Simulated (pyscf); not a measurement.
Insertion: H₃C–CH₃ + H₂N–In [singlet] → H₃C–CH₂–InH–NH₂

Gas phase, singlet surface, charge 0. Bonds broken: C3–H8. Bonds formed: In2–C3, In2–H8. Structures and frequencies: ωB97X-D3(BJ)/def2-SVP in PySCF.

Transition state (Å):

```xyz
12

C     -1.0940    -1.0173     2.1236
In    -1.2282    -0.2210    -0.8551
C     -0.3280     0.0217     1.3039
N     -0.6723     0.3526    -2.7393
H     -0.9042    -2.0396     1.7689
H     -0.7464    -0.9446     3.1733
H     -2.1776    -0.8406     2.0938
H      0.2698     0.8631    -0.2063
H     -0.5493     1.0470     1.6227
H      0.7525    -0.1485     1.3548
H     -1.4104     0.2995    -3.4362
H     -0.1457     1.2113    -2.8657
```

One imaginary mode, 1008i cm⁻¹; descent along it reached the two sides named.

```
bond    change  reactant side (Å)  saddle  product side
------  ------  -----------------  ------  ------------
C3–H8   breaks              1.101   1.829           3.5
In2–C3   forms                4.1   2.352         2.157
In2–H8   forms                3.5   1.960         1.722
```

Electronic energies relative to the separated reactants (kcal/mol):

```json
[
 {"level": "ωB97X-D3(BJ)/def2-TZVP", "barrier": "95.1", "reaction energy": "+12.1", "reverse barrier": "82.9"},
 {"level": "PBE/def2-TZVP", "barrier": "84.2", "reaction energy": "+20.5", "reverse barrier": "63.7"},
 {"level": "r²SCAN/def2-TZVP", "barrier": "86.0", "reaction energy": "+16.8", "reverse barrier": "69.2"},
 {"level": "B3LYP-D3(BJ)/def2-TZVP", "barrier": "92.2", "reaction energy": "+22.0", "reverse barrier": "70.2"},
 {"level": "PBE0-D3(BJ)/def2-TZVP", "barrier": "89.6", "reaction energy": "+16.6", "reverse barrier": "73.0"},
 {"level": "M06-2X/def2-TZVP", "barrier": "96.2", "reaction energy": "+17.2", "reverse barrier": "79.0"},
 {"level": "ωB97M-D3(BJ)/def2-TZVP", "barrier": "96.2", "reaction energy": "+17.5", "reverse barrier": "78.7"},
 {"level": "HF/def2-TZVP", "barrier": "118.1", "reaction energy": "+23.7", "reverse barrier": "94.4"}
]
```

With ωB97M-D3(BJ)/def2-TZVP energies and thermal terms (ideal gas, 1 atm, RRHO with modes under 100 cm⁻¹ raised to 100, one conformer, R ln 2 for chiral ones without a mode under 150 cm⁻¹), in kcal/mol:

| T (K) | ΔH‡ | ΔG‡ | ΔH | ΔG |
|---|---|---|---|---|
| 298 | 93.5 | 103.4 | +15.9 | +25.1 |
| 600 | 94.4 | 113.2 | +17.2 | +34.0 |
| 900 | 95.5 | 122.4 | +18.8 | +42.1 |
| 1200 | 96.5 | 131.2 | +20.3 | +49.6 |

From the product side, •H₂C–CH₃ + [H₂N–InH]• lies, by one bond made or cut, 16.4 kcal/mol under this saddle at ωB97M-D3(BJ)/def2-TZVP. H₃C–CH₂–InH–NH₂ lies 8.0 kcal/mol over its isomer H₃C–In(CH₃)–NH₂ (electronic energy, ωB97M-D3(BJ)/def2-TZVP). This is the saddle that the search found; another between the same sides may lie lower. A restricted solution here is unstable towards spin polarisation, so biradical character is likely and single-reference numbers are less safe. Elements past Kr carry the def2 core potentials, without spin-orbit coupling.
